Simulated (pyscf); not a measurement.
PySCF, gas phase, ωB97X-D3(BJ)/def2-SVP geometries.

Task: For the elementary gas-phase step H₃C–Cl + [Cl–Zn]• → Cl–CH₂–Zn–Cl + H• (doublet surface; C–H broken, C–Zn formed), what barrier and reaction energy does ωB97M-D3(BJ)/def2-TZVP give, measured from the separated reactants?

Result: ΔE‡ = 61.1 kcal/mol, ΔE = +38.4 kcal/mol. Zero-point energy shifts the barrier by -4.6 kcal/mol. It is a substitution at C, with an imaginary mode of 1527i cm⁻¹. On the reactant side the descent ends in a complex (not fully relaxed), 5.1 kcal/mol under the separated species and 64.5 kcal/mol under the saddle at ωB97X-D3(BJ)/def2-TZVP. This is the saddle that the search found; another between the same sides may lie lower. The angle at the attacked C is 178°. The term symbol of open-shell Cl–Zn was not checked; spin-orbit terms are left out. Elements up to Kr have no core potential and no relativistic terms here.
